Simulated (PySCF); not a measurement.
Dissociation curve of F2, singlet. Each curve is given relative to its own lowest point near equilibrium.

| R / Å | A | B | C | D |
|---|---|---|---|---|
| 1.04 | 592.4 | 547.3 | 492.0 | 569.0 |
| 1.10 | 355.8 | 331.8 | 283.3 | 341.2 |
| 1.18 | 159.8 | 152.3 | 115.4 | 153.8 |
| 1.25 | 64.0 | 63.6 | 38.4 | 62.7 |
| 1.30 | 25.6 | 27.3 | 10.9 | 26.0 |
| 1.32 | 15.7 | 17.7 | 4.8 | 16.4 |
| 1.38 | 0.8 | 1.7 | 0.0 | 1.3 |
| 1.40 | 0.0 | 0.0 | 2.0 | 0.0 |
| 1.44 | 3.4 | 0.8 | 10.4 | 2.0 |
| 1.50 | 18.3 | 10.4 | 31.4 | 13.8 |
| 1.58 | 51.4 | 33.6 | 69.8 | 40.9 |
| 1.71 | 122.7 | 84.0 | 117.0 | 98.7 |
| 1.85 | 208.2 | 142.3 | 124.5 | 165.7 |
| 2.07 | 337.1 | — | 129.3 | 262.2 |
| 2.24 | 423.5 | — | 132.6 | 324.1 |
| 2.49 | 526.6 | — | 135.9 | 394.0 |
| 2.73 | 602.2 | — | 138.1 | 441.3 |
| 3.01 | 667.7 | — | 139.6 | 478.1 |
| 3.40 | 729.5 | — | 141.0 | 507.3 |
| 3.71 | 762.1 | — | 141.6 | 519.1 |
| 4.09 | 789.5 | — | 142.0 | 526.5 |
| 4.76 | 819.5 | — | 142.1 | 532.7 |
| 5.57 | 842.3 | — | 142.1 | 537.1 |

Energies in kJ/mol.

**Question.** Match the curves with the methods restricted Hartree-Fock/LANL2DZ run with PySCF; PySCF 2.14.0 with restricted B3LYP/6-31G*, spherical d; restricted PBE/cc-pVTZ (PySCF 2.14.0); unrestricted M06-2X/cc-pVTZ (PySCF).

**Answer.** A is RHF/LANL2DZ; B is RKS-PBE; C is UKS-M06-2X; D is RKS-B3LYP/6-31G*.

A dash means that the run gave no value there, or that the column was ended at a point which the program doubted or which failed a test of continuity chosen for this set; such a test can also cut sound points.

The restricted form behind RKS-PBE, RHF/LANL2DZ, RKS-B3LYP/6-31G* keeps the bonding electrons paired and can't separate into open-shell fragments. The unrestricted determinant behind UKS-M06-2X is spin-contaminated at 1.71 to 5.57 Å (<S²> up to 1.0, against 0.00 for a pure singlet).
